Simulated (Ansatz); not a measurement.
# BeNa+ (triplet): the correlation ladder, cc-pVQZ

The task here is to estimate one member of a computed series from the others.

Program: Ansatz 0.2.0, Gaussian basis. Level of theory: cc-pVQZ, core rule «outside noble gas», up to 6 orbitals frozen. These are calculated values, not measurements.

To be run: UHF; CCSD(T) on ROHF; CCSD(T) on UHF; BCCD(T) on ROHF.

13 further runs of the same task are left out: 2 for a known fault of the program, 3 that didn't finish, 8 set aside as unsound or not needed. Runs told in other sessions of the task aren't counted.

## The system

The geometry is a PBE0/def2-TZVP stationary point (not a proven minimum).

2 atoms, charge 1, spin multiplicity 3.

Atoms are counted from 1 here; the program's logs count them from 0.

No contacts short enough for the rule that draws bonds.

Set-up of the first run:

Contents of in.yaml:

```yaml
crystal:
  periodic: [false, false, false]
  atoms:
    - {symbol: Be, position_ang: [0.000000, 0.000000, 0.000000]}
    - {symbol: Na, position_ang: [0.000000, 0.000000, 3.357600]}
basis:
  gaussian: {orbitals: cc-pVQZ}
total_charge: 1
magnetization: {spin_polarized: true, initial_magnetization: 2}
hamiltonian: {xc: hf}
output: {orbitals: {seedname: orbitals}}
```

Run with:

```
> ansatz run in.yaml --threads 1 --pin off --events-out ev --progress --plain --max-ram 2393MiB
```

Steps of the session up to this table: UHF; CCSD(T) on ROHF; CCSD(T) on UHF; BCCD(T) on ROHF.

One table of the session follows, with a row left open; its other results are not shown here.

```
  method  from RCCSD(T) (kJ/mol)
    ROHF                   +12.1
     UHF                   +12.0
    RMP2                    +5.0
    UMP2                       ?
   RCCSD                     0.0
   UCCSD                    -0.1
RCCSD(T)                       0
UCCSD(T)                    -0.1
 BCCD(T)                     0.0
```

Q: Estimate the row for UMP2 from the others.

The run gave: from RCCSD(T) (kJ/mol): +4.9. In the column «from RCCSD(T) (kJ/mol)» it lies between BCCD(T) (0.0) and RMP2 (+5.0).

To keep in mind: Restricted and unrestricted rows rest on different reference determinants; a gap between their highest levels can come from leftover correlation error, from unlike frozen cores or from another state.
